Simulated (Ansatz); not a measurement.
Write a Python script for the Python package of Ansatz (0.2.0) that makes a short molecular-dynamics run of CH4OS2, SMILES OCSS. Settings: PBE, def2-SVP basis, multiplicity 1.

```xyz
8

O    -0.9485    0.6535   -0.3180
C     0.3720    0.7183    0.0316
S     0.7628   -0.6197    1.1601
S     0.3937   -2.2796    0.0680
H    -1.1312    1.4334   -0.9591
H     0.5869    1.6906    0.5234
H     1.0184    0.6540   -0.8655
H    -0.9620   -2.3077    0.3036
```

Script `ch4os2_md.py`:
```python
"""A short Born-Oppenheimer trajectory of CH4OS2."""

import ansatz as az
import numpy as np

SETTINGS = {
    "basis_set": "def2-SVP",
    "xc": "pbe",
    "n_steps": 30,
    "temperature_k": 800,
}

geometry_ang = [
    ("O", [-0.9485, 0.6535, -0.318]),
    ("C", [0.372, 0.7183, 0.0316]),
    ("S", [0.7628, -0.6197, 1.1601]),
    ("S", [0.3937, -2.2796, 0.068]),
    ("H", [-1.1312, 1.4334, -0.9591]),
    ("H", [0.5869, 1.6906, 0.5234]),
    ("H", [1.0184, 0.654, -0.8655]),
    ("H", [-0.962, -2.3077, 0.3036]),
]
geometry = az.Crystal.molecule()
for symbol, xyz in geometry_ang:
    geometry = geometry.atom(symbol, xyz)

calc = geometry.calculation()
calc = calc.basis(gaussian=SETTINGS["basis_set"])
calc = calc.functional(SETTINGS["xc"])
calc = calc.md("nvt_nose_hoover", timestep=1.0, steps=SETTINGS["n_steps"], temperature=SETTINGS["temperature_k"], initial_velocities="maxwell_boltzmann", seed=62, thermostat_time=20)
frames = []
calc.session().plan().execute(on_event=lambda e: frames.append(e["data"]) if e["event"] == "md_step" else None)
print("t (fs)   E_pot (eV)      E_kin (eV)   T (K)   d(0-1) (A)")
for f in frames[::2]:
    xyz = np.array(f["positions_ang"])
    print(f"{f['time_fs']:6.2f} {f['lagrangian_ev']:14.5f} {f['e_kin_ev']:10.5f} {f['temperature_k']:8.1f} {np.linalg.norm(xyz[0] - xyz[1]):9.4f}")
kept = np.array([f["conserved_ev"] for f in frames])
print(f"conserved energy moves by at most {1000 * np.ptp(kept):.3f} meV")
symbols = [site.symbol for site in geometry.cartesian_sites]
with open("last_frame.xyz", "w") as handle:
    handle.write(f"{len(symbols)}\nt = {frames[-1]['time_fs']} fs\n")
    handle.writelines("{:2s} {:10.5f} {:10.5f} {:10.5f}\n".format(s, *xyz) for s, xyz in zip(symbols, frames[-1]["positions_ang"]))
```

`python ch4os2_md.py` gives:
```text
t (fs)   E_pot (eV)      E_kin (eV)   T (K)   d(0-1) (A)
  0.00   -24797.25487    0.62045    800.0    1.3675
  2.00   -24797.11708    0.48931    630.9    1.3614
  4.00   -24797.04720    0.41601    536.4    1.3652
  6.00   -24796.95598    0.33969    438.0    1.3753
  8.00   -24797.08010    0.45960    592.6    1.3864
 10.00   -24797.05293    0.45584    587.8    1.3986
 12.00   -24797.26153    0.67120    865.4    1.4120
 14.00   -24797.19045    0.62951    811.7    1.4266
 16.00   -24797.07330    0.53253    686.6    1.4419
 18.00   -24797.01787    0.49961    644.2    1.4579
 20.00   -24796.96902    0.47762    615.8    1.4717
 22.00   -24797.06726    0.59902    772.4    1.4782
 24.00   -24797.05050    0.63123    813.9    1.4750
 26.00   -24797.06559    0.68383    881.7    1.4622
 28.00   -24796.90804    0.58345    752.3    1.4420
 30.00   -24797.04898    0.76864    991.1    1.4173
conserved energy moves by at most 17.546 meV
```

`last_frame.xyz`, as written:
```text
8
t = 30.0 fs
O    -1.01071    0.78057   -0.38113
C     0.34220    0.76385    0.04098
S     0.84252   -0.60796    1.24732
S     0.37137   -2.34106    0.02712
H    -1.18207    0.24731   -1.25250
H     0.39119    1.67693    0.67205
H     0.84065    0.63135   -0.92776
H    -1.02042   -2.06337   -0.07298
```

Caveats:
- Total energies depend on the basis set; only differences at equal settings carry meaning.
- The trajectory is only some femtoseconds long, so its temperature is not equilibrated; where the script doesn't relax first, it starts from a rough generated geometry.
- The temperature counts the internal degrees of freedom alone.
- With hydrogen a step over 0.5 fs is long.
- It ran for 48 s on 1 thread of Intel(R) Xeon(R) Platinum 8488C (Sapphire Rapids) (shared host), peak memory 0.19 GiB.

(Lines on the test bed's own set-up are left out of the output.)
